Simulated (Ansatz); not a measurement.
The input, for Ansatz 0.2.0:

```yaml
crystal:
  periodic: [false, false, false]
  atoms:
    - {symbol: Si, position_ang: [-0.005814, 0.005823, 0.005778]}
    - {symbol: H, position_ang: [0.850036, 0.864568, 0.862608]}
    - {symbol: H, position_ang: [-0.865366, -0.848599, 0.863223]}
    - {symbol: H, position_ang: [-0.860543, 0.861358, -0.855372]}
    - {symbol: H, position_ang: [1.037870, -1.039593, -1.031456]}
basis:
  gaussian: {orbitals: cc-pVDZ}
correlation: {method: sc_nevpt2, electrons: outside_noble_gas, active_space: {window: {electrons: 2, orbitals: 2}}}
```

```sh
$ ansatz run in.yaml --threads 1 --pin off --events-out ev --progress --plain --max-ram 2393MiB
```

Log:

```
355 factors; integrals over basis functions are off by at most 1.1e-3 eV
mean field evaluation 1: about -7923.9431 eV, gradient 9.3e0 eV
mean field evaluation 2: about -7923.9440 eV, gradient 9.3e0 eV
mean field evaluation 4: about -7924.4752 eV, gradient 3.2e-1 eV
mean field evaluation 8: about -7924.4756 eV, gradient 2.9e-5 eV
mean field -7924.47562980 eV, -291.2191079927 hartree, gradient 7.7e-7 eV, S^2 0.000000; 0 other end points of the search recorded, 0 dependent functions left out
reference -7924.47562980 eV, -291.2191079927 hartree; 9, 9 occupied and 29, 29 virtual orbitals, 355 factors
state -7925.01080902 eV, -291.2387754662 hartree
state -7925.01080902 eV, -291.2387754662 hartree; corrected -7927.74604744 eV, -291.3392936240 hartree
Total energy: -7927.74604744 eV, -291.3392936240 hartree
```

Natural occupations: 1.9582 0.0418.

For the same geometry and basis RCCSDT(Q) lies 889.6 meV lower.

Ran on 1 thread of Intel Xeon 6975P-C, shared host: 0.24 s wall, 0.16 GiB peak host memory.
